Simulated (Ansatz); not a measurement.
# hcp Tc

Computed with r²SCANh in Ansatz (PAW).

Numerical settings: plane-wave cutoff 520 eV, 12×12×6 k mesh (along the axes of the cell as run), Fermi–Dirac smearing 0.05 eV, no spin polarisation, scalar-relativistic PAW data made under PBE.

Cell (relaxed at this level):

```
CELL_PARAMETERS angstrom
      1.36194    -2.35895     0.00000
      1.36194     2.35895     0.00000
      0.00000     0.00000     4.36757
ATOMIC_POSITIONS crystal
  Tc 0.33333 0.66667 0.25000
  Tc 0.66667 0.33333 0.75000
```

- lattice parameter a = 2.724 Å
- lattice parameter c = 4.368 Å

Measured, for comparison: lattice constant a 2.741 Å, lattice parameter c 4.399 Å (293 K, not corrected to a static lattice; as tabulated in Wikipedia's data pages). Computed (rounded) less measured: lattice constant a -0.6 %, lattice parameter c -0.7 %. A static lattice is as a rule a little smaller and stiffer than an uncorrected measurement, which narrows the difference in the lattice constant a, lattice parameter c and would widen misses of the other sign.

The computed numbers hold no vibrational or temperature effects.

Ansatz is a first-principles code.
